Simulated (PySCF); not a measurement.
LiF⁺: frontier orbitals

UHF at R = 2.098 Å; Li cc-pVDZ, F cc-pVDZ; no relativity (PySCF 2.14). State: ²Π (doublet), unpaired electrons π ↑. Only the outer orbitals are listed, counted within each symmetry.

```tsv
spin	orbital	occ.	ε (eV)	on Li (%)	main shells (%)
α	3σ	1	-52.53	0	100 F s
α	1π	1	-29.71	0	100 F p
α	4σ	1	-26.93	2	98 F p
α	1π	1	-26.71	1	99 F p
α	5σ	0	-4.91	100	93 Li s
α	2π	0	-3.34	100	100 Li p
α	2π	0	-3.27	100	100 Li p
β	3σ	1	-47.25	1	99 F s
β	4σ	1	-25.49	2	98 F p
β	1π	1	-25.27	1	99 F p
β	1π	0	-5.48	29	71 F p, 24 Li p
β	5σ	0	-4.90	100	92 Li s
β	2π	0	-3.26	100	100 Li p
```

Question: Which are the highest filled and the lowest empty level, where do they sit, and how wide is the gap?

Answer: Highest filled β 1π at -25.27 eV (in %: 99 F p); lowest empty β 1π at -5.48 eV (in %: 71 F p, 24 Li p); the gap at UHF is 19.79 eV. Both belong to one degenerate shell, split only by its one-sided filling, so this is no excitation gap.

```json
{
  "bond order (Mayer)": "0.15",
  "⟨S²⟩": "0.753",
  "charge on Li (Mulliken, basis-dependent)": "0.92",
  "charge on Li (Löwdin, basis-dependent)": "0.84",
  "dipole moment (positive dipole points towards F; it is taken about the centre of mass and depends on that origin)": "-6.99 D",
  "polarisability along the bond": "2.1 bohr³",
  "polarisability across the bond": "1.7 bohr³"
}
```

The state is the lowest determinant that a PBE0 search found; another state may lie lower at other levels.
